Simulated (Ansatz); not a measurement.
## SO (sulfur oxide): methods side by side

SO: 2 atoms, total charge 0, spin state triplet. SMILES: `O=S`. The bond length is the measured one.

```xyz
2

O     0.0000    0.0000    0.0000
S     0.0000    0.0000    1.4811
```

Each level gives the energy change with the O1–S2 bond stretched from 1.481 to 3.703 Å (eV). The values are calculated.

```
          level                   kind  program  value (eV)  less FCI/STO-3G
     UHF/STO-3G           Hartree–Fock   Ansatz        1.52            -1.49
UBCCD(T)/STO-3G  coupled cluster or CI   Ansatz        2.98            -0.03
UCCSD(T)/STO-3G  coupled cluster or CI   Ansatz        2.99            -0.02
   UCCSD/STO-3G  coupled cluster or CI   Ansatz        2.97            -0.04
     FCI/STO-3G     exact in the basis   Ansatz        3.01             0.00
```

FCI/STO-3G is exact within its basis and frozen core, so for wave-function methods in that basis the difference is their error. The first shape isn't each level's own minimum. The values span 1.52 to 3.01 eV. Spin contamination of the reference (⟨S²⟩ at least 0.1 too high) touches UHF/STO-3G, UBCCD(T)/STO-3G, UCCSD(T)/STO-3G, UCCSD/STO-3G. All rows use very small basis sets, so none should be taken for the real molecule's value.
